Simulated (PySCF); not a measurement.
# One shape, several levels: triplet [B2H5]−

We compute a comparison of 6 runs (UB2PLYP/STO-3G, UM06-2X/STO-3G, USVWN5/STO-3G, NEVPT2(4,4)/STO-3G, ROCCSD(T)/STO-3G, FCI/STO-3G) of triplet [B2H5]−. Input form: a Python script.

The calculation is run with PySCF 2.14.0.

2 further runs of the same task are left out: 2 set aside as unsound or not needed.

## 1. The structure to begin with

[B2H5]− has 7 atoms, charge -1, and is taken as a triplet. As SMILES of the parent species, `B[BH3-]`. Geometry: relaxed at GFN2-xTB. That shape belongs to the parent species and isn't relaxed for this state.

Bond lengths: B1–B2 1.680 Å, B1–H3 1.204 Å, B1–H4 1.203 Å, B2–H5 1.241 Å, B2–H6 1.241 Å, B2–H7 1.240 Å. Angles: B1–B2–H5 110.6°, B1–B2–H6 110.4°, B1–B2–H7 115.9°, B2–B1–H3 126.5°, B2–B1–H4 123.5°, H5–B2–H6 105.3°, H5–B2–H7 107.0°, H6–B2–H7 107.0°, H3–B1–H4 110.0°.

## 2. A single-point energy at UB2PLYP/STO-3G (run 1)

The input, mol.xyz:

```xyz
7
B2H5
B      0.210010    -0.813600     0.474350
B     -0.119910     0.613520    -0.349380
H      1.262150    -1.128320     0.968990
H     -0.606320    -1.678230     0.657480
H     -0.531530     0.371570    -1.495060
H     -1.042200     1.230100     0.207460
H      0.827810     1.404960    -0.463840
```

The input, run.py:

```python
from pyscf import gto, dft, mp

system = gto.M(
    atom='mol.xyz',
    verbose=4,
    max_memory=1860,
    basis='sto-3g',
    charge=-1,
    spin=2,
)

mf = dft.UKS(system, xc='0.53*HF + 0.47*B88, 0.73*LYP')
mf.grids.level = 5
mf.conv_tol = 1e-10
mf.kernel()
if not mf.converged:
    mf = mf.newton().run(mf.mo_coeff, mf.mo_occ)

pt = mp.MP2(mf, frozen=2).run()
energy = mf.e_tot + 0.27 * pt.e_corr
print('PT2 part  %.8f' % (0.27 * pt.e_corr))
print(f'total energy: {energy:.8f} hartree')
```

The run is started by

```
$ OMP_NUM_THREADS=1 python run.py
```

Standard output:

```text
PySCF version 2.14.0

[... 58 lines left out ...]
WARN: HOMO 0.0372960107430266 >= LUMO -0.246206031768383
[... 46 lines left out ...]
converged SCF energy = -51.6406843561033  <S^2> = 2.0044165  2S+1 = 3.0029429
[... 1 line left out ...]
******** <class 'pyscf.mp.ump2.UMP2'> ********
nocc = (np.int64(7), np.int64(5)), nmo = (13, 13)
frozen orbitals 2
E(UMP2) = -51.7278347657139  E_corr = -0.0871504096105816
E(SCS-UMP2) = -51.7404086772621  E_corr = -0.0997243211588267
E_corr(same-spin) = -0.00560327350831286
E_corr(oppo-spin) = -0.0815471361022687
PT2 part  -0.02353061
total energy: -51.66421497 hartree
```

It took 4.8 s on 1 thread of Arm Neoverse V1, shared host; peak memory 0.19 GiB.

## 3. The energy at UM06-2X/STO-3G (run 2)

The input, run.py:

```python
from pyscf import gto, dft

mol = gto.Mole()
mol.atom = '''
B      0.396861    -1.537481     0.896392
B     -0.226597     1.159385    -0.660233
H      2.385118    -2.132216     1.831126
H     -1.145779    -3.171395     1.242457
H     -1.004446     0.702166    -2.825254
H     -1.969473     2.324552     0.392043
H      1.564334     2.654990    -0.876531
'''
mol.unit = 'bohr'
mol.verbose = 3
mol.spin = 2
mol.max_memory = 1860
mol.basis = 'sto-3g'
mol.charge = -1
mol.build()

mf = dft.UKS(mol, xc='m06-2x')
mf.grids.level = 5
mf.conv_tol = 1e-10
mf.kernel()
if not mf.converged:
    mf = mf.newton().run(mf.mo_coeff, mf.mo_occ)

etot = mf.e_tot
print('Final energy', etot)
```

The run is started by

```
$ OMP_NUM_THREADS=1 python run.py
```

Standard output:

```text
WARN: HOMO 0.0163861875911959 >= LUMO -0.252246471335521

converged SCF energy = -51.7768657589174  <S^2> = 2.0035949  2S+1 = 3.0023956
Final energy -51.77686575891738
```

It took 7.2 s on 1 thread of Arm Neoverse V1, shared host; peak memory 0.2 GiB.

Runs 3 to 5 aren't shown in full; the table further down has their settings and results.

## 4. The energy at FCI/STO-3G (run 6)

The input, run.py:

```python
from pyscf import gto, mcscf

mol = gto.Mole()
mol.atom = '''
B      0.396861    -1.537481     0.896392
B     -0.226597     1.159385    -0.660233
H      2.385118    -2.132216     1.831126
H     -1.145779    -3.171395     1.242457
H     -1.004446     0.702166    -2.825254
H     -1.969473     2.324552     0.392043
H      1.564334     2.654990    -0.876531
'''
mol.verbose = 4
mol.max_memory = 1860
mol.basis = 'sto-3g'
mol.spin = 2
mol.unit = 'bohr'
mol.charge = -1
mol.build()

mf = mol.ROHF()
mf.conv_tol = 1e-10
mf.kernel()
if not mf.converged:
    mf = mf.newton().run(mf.mo_coeff, mf.mo_occ)

cas = mcscf.CASCI(mf, mf.mo_coeff.shape[-1] - 2, (mol.nelec[0] - 2, mol.nelec[1] - 2))  # full CI above the frozen core
cas.fix_spin_(ss=2.0)
cas.kernel()
energy = cas.e_tot
print(f'total energy: {energy:.8f} hartree')
```

The run is started by

```
$ OMP_NUM_THREADS=1 python run.py
```

Standard output:

```text
PySCF version 2.14.0

[INPUT] num. atoms = 7
[INPUT] num. electrons = 16
[INPUT] charge = -1
[INPUT] spin (= nelec alpha-beta = 2S) = 2
[INPUT] symmetry False subgroup None
[INPUT] Mole.unit = bohr
[INPUT] Symbol           X                Y                Z      unit          X                Y                Z       unit  Magmom
[INPUT]  1 B      0.210009797103  -0.813599907422   0.474350218451 AA    0.396861000000  -1.537481000000   0.896392000000 Bohr   0.0
[INPUT]  2 B     -0.119909968463   0.613520120682  -0.349380257497 AA   -0.226597000000   1.159385000000  -0.660233000000 Bohr   0.0
[INPUT]  3 H      1.262150090955  -1.128320115959   0.968990149523 AA    2.385118000000  -2.132216000000   1.831126000000 Bohr   0.0
[INPUT]  4 H     -0.606320135551  -1.678229960826   0.657479929948 AA   -1.145779000000  -3.171395000000   1.242457000000 Bohr   0.0
[INPUT]  5 H     -0.531529932800   0.371570245483  -1.495060031861 AA   -1.004446000000   0.702166000000  -2.825254000000 Bohr   0.0
[INPUT]  6 H     -1.042200229122   1.230099943999   0.207460221301 AA   -1.969473000000   2.324552000000   0.392043000000 Bohr   0.0
[INPUT]  7 H      0.827809903067   1.404960203220  -0.463840229865 AA    1.564334000000   2.654990000000  -0.876531000000 Bohr   0.0

nuclear repulsion = 26.045677685976
number of shells = 11
number of NR pGTOs = 45
number of NR cGTOs = 15
basis = sto-3g
ecp = {}

******** <class 'pyscf.scf.rohf.ROHF'> ********
method = ROHF
initial guess = minao
damping factor = 0
level_shift factor = 0
DIIS = <class 'pyscf.scf.diis.CDIIS'>
diis_start_cycle = 1
diis_space = 8
diis_damp = 0
SCF conv_tol = 1e-10
SCF conv_tol_grad = None
SCF max_cycles = 50
direct_scf = True
direct_scf_tol = 1e-13
num. doubly occ = 7  num. singly occ = 2
Set gradient conv threshold to 1e-05
init E= -51.2823914167384
  HOMO = 0.13079406456222  LUMO = 0.512159765874552  gap/eV = 10.37749
cycle= 1 E= -51.2925354930242  delta_E= -0.0101  |g|= 0.234  |ddm|=    2
  HOMO = 0.398641528835489  LUMO = 0.901302026586066  gap/eV = 13.67809
cycle= 2 E= -51.3354644916358  delta_E= -0.0429  |g|= 0.0628  |ddm|= 0.345
  HOMO = 0.356598286440156  LUMO = 0.876028248213298  gap/eV = 14.13441
cycle= 3 E= -51.3387876921487  delta_E= -0.00332  |g|= 0.0144  |ddm|= 0.094
  HOMO = 0.365619139385418  LUMO = 0.879028530102669  gap/eV = 13.97058
cycle= 4 E= -51.339021108826  delta_E= -0.000233  |g|= 0.0017  |ddm|= 0.0282
  HOMO = 0.365078398247636  LUMO = 0.878524988363133  gap/eV = 13.97159
cycle= 5 E= -51.3390236013293  delta_E= -2.49e-06  |g|= 0.000336  |ddm|= 0.0035
  HOMO = 0.365223806272592  LUMO = 0.878495802010274  gap/eV = 13.96684
cycle= 6 E= -51.3390236971645  delta_E= -9.58e-08  |g|= 7.8e-05  |ddm|= 0.000627
  HOMO = 0.365196688821009  LUMO = 0.878505046465472  gap/eV = 13.96783
cycle= 7 E= -51.339023703931  delta_E= -6.77e-09  |g|= 1.28e-05  |ddm|= 0.00018
  HOMO = 0.365200232036257  LUMO = 0.878502710995826  gap/eV = 13.96767
cycle= 8 E= -51.3390237041099  delta_E= -1.79e-10  |g|= 2.28e-06  |ddm|= 3.02e-05
  HOMO = 0.365199622003494  LUMO = 0.878502893885577  gap/eV = 13.96769
cycle= 9 E= -51.3390237041155  delta_E= -5.54e-12  |g|= 3.35e-07  |ddm|= 5.13e-06
  HOMO = 0.365199542389295  LUMO = 0.878502877096723  gap/eV = 13.96770
Extra cycle  E= -51.3390237041156  delta_E= -7.11e-14  |g|= 1.02e-07  |ddm|= 5.19e-07
converged SCF energy = -51.3390237041156

******** <class 'pyscf.mcscf.casci.CASCI'> ********
CAS (7e+5e, 13o), ncore = 2, nvir = 0
natorb = False
canonicalization = True
sorting_mo_energy = False
******** <class 'pyscf.fci.addons.SpinPenaltyFCISolver'> ********
max. cycles = 200
conv_tol = 1e-08
davidson only = True
linear dependence = 1e-12
level shift = 0.001
max iter space = 12
nroots = 1
pspace_size = 400
spin = None
Density matrix diagonal elements [1.97980775 1.97608584 1.97335993 1.97187306 1.97056571 1.00333831
 0.99969461 0.02796057 0.02440819 0.01994    0.0219442  0.01838789
 0.01263395]
CASCI converged
CASCI E = -51.4433475691610  E(CI) = -22.5580721635746  S^2 = 2.0000000
total energy: -51.44334757 hartree
```

Run time: 58 s. Hardware: 1 thread of Arm Neoverse V1, shared host; peak memory 0.59 GiB.

## 5. The series

```tsv
run	level	frozen core orbitals	integration grid	energy (Eh)	⟨S²⟩	wall time
1	UB2PLYP/STO-3G	2	5	-51.664215	2.004	4.8 s
2	UM06-2X/STO-3G	–	5	-51.776866	2.004	7.2 s
3	USVWN5/STO-3G	–	5	-51.145849	2.003	3 s
4	NEVPT2(4,4)/STO-3G	–	–	-51.415191	–	1.1 s
5	ROCCSD(T)/STO-3G	2	–	-51.443081	2.000	0.99 s
6	FCI/STO-3G	2	–	-51.443348	–	58 s
```

## 6. Summary of results

| quantity | value |
| --- | --- |
| run 6: total energy | -51.44335 Eh |
| run 6: correlation energy (2 core orbitals frozen) | -104.3 mEh |

**Reading.** Against full CI in this basis: ROCCSD(T) +0.3 mEh. Totals of different functionals can't be ranked against each other. In runs 1, 2, 3, 4, 5, 6 the HOMO lies above zero, so the outermost electron may be held by the basis alone. In runs 1, 2, 3, 4, 5, 6 the basis is minimal, so the values are rough. All runs together took 75 s, the longest 58 s.
